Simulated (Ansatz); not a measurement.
A made-up structure of CHBF, doublet:

| atom | x (Å) | y (Å) | z (Å) |
| --- | --- | --- | --- |
| B1 | 1.4132 | -0.3738 | 0.5232 |
| C2 | -0.0218 | -0.0244 | -0.0159 |
| F3 | -0.7114 | 1.3099 | 0.0280 |
| H4 | -0.6800 | -0.9116 | -0.5353 |

It is relaxed with PBE-D4/def2-SVP and then PBE0-D4/def2-TZVP (Ansatz 0.2.0). Atoms count as bonded within 1.22 times the sum of their covalent radii (H–H: 0.88 Å). The end point is not checked to be a true minimum.

Problem. Does its bonding change? (A judgement: the text doesn't fix the answer.)

Solution. Computed: No: no bond forms or breaks.

Where it ends: The first stage lowers the energy by 0.87 eV in 10 steps. It ends as CHBF ([B][CH][F]):
| atom | x (Å) | y (Å) | z (Å) |
| --- | --- | --- | --- |
| B1 | 1.2618 | -0.3335 | 0.4672 |
| C2 | -0.0193 | -0.0216 | -0.0144 |
| F3 | -0.6393 | 1.1672 | 0.0328 |
| H4 | -0.6031 | -0.8121 | -0.4856 |

Labels in which every atom is bracketed show which atoms are joined, not bond orders.

For scale, one of the runs: PBE0-D4/def2-TZVP relaxation, 99 basis functions, launched by `ansatz run in.yaml --threads 2 --pin off --events-out ev --progress --plain --max-ram 4352MiB`. Hardware: 2 CPU threads of an Arm Neoverse V1, shared host. Wall time about 18 s.
